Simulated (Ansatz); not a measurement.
# H₂Cl (doublet): from Hartree-Fock to the top rungs at distance Cl1–H2 along a hydrogen transfer = 1.528 Å, 6-31G

How much of the correlation energy of H₂Cl (doublet) does each wave-function method recover here?

The runs use Ansatz 0.2.0, Gaussian basis; 6-31G, core rule «outside noble gas», up to 5 orbitals frozen.

Plan: UHF; CCSD(T) on ROHF; CCSD(T) on UHF; BCCD(T) on ROHF; CISD; CCSDT(Q) on ROHF; CCSDT(Q) on UHF; CISDTQ; CCSDTQ on ROHF; CCSDTQ on UHF; CASSCF and MRCISD+Q, 3 electrons in 3 orbitals; CASSCF and NEVPT2, 3 electrons in 3 orbitals; CASSCF and MRCISD+Q, 9 electrons in 6 orbitals; CASSCF and NEVPT2, 9 electrons in 6 orbitals; Full CI.

5 further runs of the same task are left out: 1 for a mislabelled method, 3 that didn't finish, 1 set aside as unsound or not needed.

## (1) The geometry

The geometry derives from fragments relaxed apart (PBE0/def2-TZVP) and kept rigid, so it is no stationary point. A hydrogen atom is moved between rigid fragments.

3 atoms, charge 0, spin multiplicity 2.

Atoms are counted from 1 here; the program's logs count them from 0.

Bond lengths: Cl1–H2 1.528 Å, H2–H3 0.786 Å. Angles: Cl1–H2–H3 180.0°.

## (2) UHF

Input file in.yaml:

```yaml
crystal:
  periodic: [false, false, false]
  atoms:
    - {symbol: Cl, position_ang: [0.000000, 0.000000, -1.280667]}
    - {symbol: H, position_ang: [0.000000, 0.000000, 0.247333]}
    - {symbol: H, position_ang: [0.000000, 0.000000, 1.033333]}
basis:
  gaussian: {orbitals: 6-31G}
magnetization: {spin_polarized: true, initial_magnetization: 1}
hamiltonian: {xc: hf}
output: {orbitals: {seedname: orbitals}}
```

Started as:

```sh
$ ansatz run in.yaml --threads 1 --pin off --events-out ev --progress --plain --max-ram 2393MiB
```

The runs that follow: CCSD(T) on ROHF; CCSD(T) on UHF; BCCD(T) on ROHF; CISD; CCSDT(Q) on ROHF; CCSDT(Q) on UHF; CISDTQ; CCSDTQ on ROHF; CCSDTQ on UHF; CASSCF and MRCISD+Q, 3 electrons in 3 orbitals; CASSCF and NEVPT2, 3 electrons in 3 orbitals; CASSCF and MRCISD+Q, 9 electrons in 6 orbitals; CASSCF and NEVPT2, 9 electrons in 6 orbitals; Full CI.

Before running them: what should the planned runs give, taken together? Wanted: FCI below the RHF energy; RMP2 from FCI; UMP2 from FCI; RCCSD from FCI; RCCSD(T) from FCI; UCCSD(T) from FCI; RCCSDT(Q) from FCI; UCCSDT(Q) from FCI; NEVPT2 pair from FCI.

As calculated:

| quantity | value |
| --- | --- |
| FCI below the RHF energy | -1.8755 eV |
| RMP2 from FCI | +39.0 kJ/mol |
| UMP2 from FCI | +37.1 kJ/mol |
| RCCSD from FCI | +1.9 kJ/mol |
| RCCSD(T) from FCI | +0.4 kJ/mol |
| UCCSD(T) from FCI | +0.4 kJ/mol |
| RCCSDT(Q) from FCI | 0.0 kJ/mol |
| UCCSDT(Q) from FCI | 0.0 kJ/mol |
| NEVPT2 pair from FCI | +21.3 kJ/mol |
| MRCISD+Q pair from FCI | +1.9 kJ/mol |
| NEVPT2 valence from FCI | +32.3 kJ/mol |
| levels within 1 kcal/mol (43 meV) | RCCSD, UCCSD, RCCSD(T), UCCSD(T), BCCD(T), RCCSDT, UCCSDT, CISDTQ, RCCSDT(Q), UCCSDT(Q), RCCSDTQ, UCCSDTQ, MRCISD+Q pair, MRCISD valence, MRCISD+Q valence |
| T1 diagnostic | 0.022 |
| effectively unpaired electrons | 1.01 |

In words: RCCSD(T) misses by +0.4 kJ/mol, 0.2 % of the correlation energy. One determinant dominates. Of the multireference levels listed MRCISD+Q valence comes nearest in total energy (+1.8 kJ/mol), which doesn't show that its space is the better one. These misses are within one basis, not against nature; the frozen cores of restricted and unrestricted runs differ, which can shift their rows.
